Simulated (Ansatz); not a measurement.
Process, species as SMILES: [CH2]N (CH2-NH2) → C atom + 4 H atom + N atom
B3LYP-D3(BJ)/def2-TZVP geometries, fixed; electronic energies without zero-point terms.

Energies in hartree at PBE0 with Ansatz (a quantum-chemistry and plane-wave program); the atomisation energy is their sum with the coefficients shown, times 627.509 kcal/mol a hartree. All functions are spherical. The program fits the integrals of some runs and decomposes those of others, by size. Open shells are unrestricted. No added dispersion term, no relativity.

| species | coefficient | part | cc-pVDZ | cc-pVTZ | cc-pVQZ |
|---|---|---|---|---|---|
| [CH2]N (CH2-NH2) | -1 | PBE0 | -95.08834 | -95.12235 | -95.13078 |
| C atom | +1 | PBE0 | -37.79901 | -37.80444 | -37.80643 |
| H atom | +4 | PBE0 | -0.50029 | -0.50104 | -0.50123 |
| N atom | +1 | PBE0 | -54.53075 | -54.54160 | -54.54507 |

### Question
Predict the atomisation energy in cc-pV5Z (X = 5): let each PBE0 step shrink by the ratio of the last two. Compare with the run.

### Answer

- [CH2]N (CH2-NH2): steps -0.03401 and -0.00843, ratio 0.248, so PBE0 -95.13287 (run: -95.13382).
- C atom: steps -0.00543 and -0.00199, ratio 0.366, so PBE0 -37.80716 (run: -37.80724).
- H atom: steps -0.00075 and -0.00019, ratio 0.253, so PBE0 -0.50128 (run: -0.50131).
- N atom: steps -0.01085 and -0.00347, ratio 0.320, so PBE0 -54.54618 (run: -54.54632).
Predicted 485.95 kcal/mol; the run in cc-pV5Z gives 486.33, a miss of -0.38. Keeping the value in cc-pVQZ, 485.92, would miss by -0.41. All sums are of the energies as printed.
